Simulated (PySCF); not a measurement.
**NMR data sheet: CHNO**

| Item | Value |
| --- | --- |
| Formula | CHNO |
| SMILES | N=C=O |
| Point group of the computed structure | Cs |
| Degrees of unsaturation | 2 |
| Carbon signals | 1 |
| Proton signals | 1 |

Molfile (atoms numbered from 1):
```
CHNO
     RDKit          3D

  4  3  0  0  0  0  0  0  0  0999 V2000
   -0.7934    0.1728    0.4143 N   0  0  0  0  0  0  0  0  0  0  0  0
    0.3912   -0.0030    0.5738 C   0  0  0  0  0  0  0  0  0  0  0  0
    1.5141   -0.1041    0.8495 O   0  0  0  0  0  0  0  0  0  0  0  0
   -1.3233   -0.1284   -0.3840 H   0  0  0  0  0  0  0  0  0  0  0  0
  1  2  2  0
  2  3  2  0
  1  4  1  0
M  END
```

Level of theory: shieldings: GIAO B97-2/pcSseg-2, PBE0-D3(BJ)/def2-TZVP structure, in PySCF 2.14 (gas phase, no relativistic terms, single conformer).

Scale: ¹H (σ = 31.64 ppm) and ¹³C (σ = 185.38 ppm) against TMS; ¹⁵N (σ = 261.75 ppm) vs NH3; H2O for ¹⁷O (σ = 327.66 ppm) (reference shieldings calculated alike).

| carbon | δC, type | δH (multiplicity) | HMBC from (2–3 bonds) | span of the C tensor (ppm) |
| --- | --- | --- | --- | --- |
| C2 | 137.3, C | – | – | 341 |

Other nuclei:
| atoms | nucleus | environment | δ (ppm) | σ (ppm) |
| --- | --- | --- | --- | --- |
| H4 | ¹H | hydrogen on a heterocumulene nitrogen | 2.80 | 28.83 |
| N1 | ¹⁵N | heterocumulene nitrogen | 30.8 | 231.0 |
| O3 | ¹⁷O | carbonyl oxygen | 149.1 | 178.6 |

- δC 137.3: central carbon of a heterocumulene.
- δH 2.80: hydrogen on a heterocumulene nitrogen; exchangeable; this is the value without hydrogen bonding to other molecules.

OH/NH shifts are gas-phase values; hydrogen bonding in solution moves them, usually downfield. Shifts are as computed. Against solution values, carbons near 30 ppm lie about +3 ppm off and those near 130 ppm about +7 ppm. Of 1211 compounds with measured shifts, 218 miss one by over three times the rms of a fit or turn the order of signals round; such compounds aren't used in these exercises. Experimental scales use liquid or dissolved standards, which lie at an offset from isolated NH3 (liquid NH3: subtract about 20 ppm) and H2O (liquid H2O: subtract about 36 ppm).
